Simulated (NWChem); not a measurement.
pyrrole (C4H5N); SMILES c1cc[nH]c1

```xyz
10

C      0.0000     0.7108    -0.9829
C      0.0000    -0.7108    -0.9829
C      0.0000    -1.1192     0.3342
N      0.0000     0.0000     1.1172
C      0.0000     1.1192     0.3342
H      0.0000     1.3653    -1.8525
H      0.0000    -1.3653    -1.8525
H      0.0000    -2.1156     0.7708
H      0.0000     0.0000     2.1269
H      0.0000     2.1156     0.7708
```
Atoms are numbered in this order, from 1.

All runs: NWChem. Pople sets run with spherical d functions. STO-3G and 3-21G are far too small for this property and stand as cheap habits. Geometry: optimised at PBE0/def2-SVP. Vertical excitations in the gas phase; the lowest state need not have the same character in each row.

**Question.** Order these runs by computing time, cheapest first, and give rough ratios: PBE/def2-SVPD, TDA; PBE/def2-SVP, TDA; PBE/3-21G, TDA.

**Answer.** PBE/3-21G, TDA (1), PBE/def2-SVP, TDA (3), PBE/def2-SVPD, TDA (10). Ratios are rough, from one shared machine; the cheapest took very roughly 7 core-seconds. What differs between the cheapest and the dearest: lowest excitation, singlet (eV) 6.69 → 5.22; orbital gap (eV) 5.52 → 5.15.
